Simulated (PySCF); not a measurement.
Zinc-blende CdTe was calculated with PBE (GTH pseudopotentials, Gaussian basis, DZ basis; PySCF).

The same calculation (at the measured cell, 34.012 Å³/atom) with different numerical settings:

```json
[
 {"run": "1", "k mesh": "2×2×2", "gap on the mesh (eV)": "0.482", "total energy (eV/atom)": "-737.4378"},
 {"run": "2", "k mesh": "3×3×3", "gap on the mesh (eV)": "0.580", "total energy (eV/atom)": "-737.9721"},
 {"run": "3", "k mesh": "4×4×4", "gap on the mesh (eV)": "0.608", "total energy (eV/atom)": "-738.0716"}
]
```

In the column total energy (eV/atom) the first row differs from the last by +0.6338 and the next to last by +0.0995.

The last row is no converged limit: other settings stay fixed.

Spin–orbit coupling is not included.
